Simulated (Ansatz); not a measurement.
`OC(Cl)Cl` + CH₃OH → `COC(O)Cl` + HCl at 700 K and 1 bar (substitution at a C–Cl bond).

Isolated molecules relaxed with PBE0-D4/def2-TZVP in Ansatz; ΔE leaves out vibrations. CBS: MP2 limit from def2 TZ/QZ plus the TZ coupled-cluster correction, frozen cores. This one scheme is used for every species. One conformer a species, not always the lowest.

```tsv
species	CCSD(T)/CBS energy (Eh)	H − E (kJ/mol)	S (J/(mol·K))
`OC(Cl)Cl`	-1033.97530	138.5	369.6
CH₃OH	-115.61712	170.8	288.5
`COC(O)Cl`	-689.22142	267.9	426.6
HCl	-460.38127	38.4	211.8
```

H − E and S are ideal-gas, rigid-rotor, harmonic terms from PBE0-D4/def2-TZVP, for one conformer and one mirror image of each species. 1 Eh = 2625.50 kJ/mol, R = 8.31446 J/(mol·K).

Task: By hand: ΔE, ΔH, ΔS and ΔG.

Result: ΔE = (-689.22142) + (-460.38127) − (-1033.97530) − (-115.61712) = -0.01027 Eh = -27.0 kJ/mol. Δ(H − E) = 267.9 + 38.4 − 138.5 − 170.8 = -3.0, so ΔH = -30.0 kJ/mol. ΔS = 426.6 + 211.8 − 369.6 − 288.5 = -19.7 J/(mol·K). ΔG = -30.0 − 700 × (-19.7)/1000 = -16.2 kJ/mol.

Task: By hand: the equilibrium constant, and the temperature at which ΔG would vanish if ΔH and ΔS stayed fixed.

Result: log₁₀ K = −ΔG/(RT ln 10) = 1.2. ΔG = 0 at ΔH/ΔS = 1523 K, though so small a ΔS makes that figure unsure.

TΔS isn't small against ΔH here. A doubt of 5 kJ/mol in ΔE shifts log₁₀ K by 0.4 here. Other conformers and mirror images would add mixing entropy, several J/(mol·K) or more a flexible species. These are equilibria of isolated gas molecules and say nothing of rates. Largest T1 diagnostic: 0.011 (customary marks: 0.02 for closed shells, 0.045 for open ones).
